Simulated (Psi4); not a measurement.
Process, species as SMILES: SC (CH3-SH) + [H][H] (H2) → C (CH4) + S (H2S)
B3LYP-D3(BJ)/def2-TZVP geometries, fixed; electronic energies without zero-point terms.

Basis-set convergence of the energy of full hydrogenation at MP2 with Psi4. Cartesian d functions, on some or all atoms, in 6-31G*; all else is spherical. Density fitting with the program's default auxiliary sets. Cores are frozen. Psi4's default fitting sets serve the pcseg sets less well. No added dispersion term, no relativity. Functions are those of the species that has most. Reference: Hartree-Fock in cc-pV(Q+d)Z plus the correlation part extrapolated as X^-3 from cc-pV(T+d)Z and cc-pV(Q+d)Z, -18.62 kcal/mol, itself unsure by roughly 0.11 kcal/mol (a third of the extrapolation step and of the last Hartree-Fock step). Deviations are taken from unrounded values.

```tsv
basis	functions	energy of full hydrogenation (kcal/mol)	minus reference (kcal/mol)
6-31G	30	-16.24	2.38
pcseg-0	30	-20.56	-1.94
def2-SV(P)	40	-15.01	3.61
6-31G*	42	-15.24	3.38
pcseg-1	52	-20.63	-2.01
6-311G**	68	-19.13	-0.51
def2-TZVP	92	-18.10	0.53
def2-TZVPD	119	-17.90	0.72
pcseg-2	120	-19.14	-0.52
cc-pV(T+d)Z	125	-19.30	-0.68
def2-TZVPP	129	-19.28	-0.66
jun-cc-pV(T+d)Z	143	-19.17	-0.55
def2-TZVPPD	156	-19.18	-0.56
6-311++G(3df,3pd)	158	-19.19	-0.57
aug-pcseg-2	188	-18.92	-0.30
def2-QZVPP	247	-18.86	-0.24
pcseg-3	256	-18.82	-0.20
def2-QZVPPD	274	-18.84	-0.22
```

The smallest set listed that lies within 1 kcal/mol of the reference with all its larger relatives (same family, alike in diffuse functions; a set with none counts only in the reference's own line) is def2-TZVP (92 functions, 0.53 kcal/mol off). Inside, with no larger relative to test it: 6-311G**, 6-311++G(3df,3pd), aug-pcseg-2. (Relatives not listed, tested too: aug-cc-pV(T+d)Z -0.20, cc-pV(Q+d)Z -0.25, def2-QZVP -0.24 kcal/mol.)
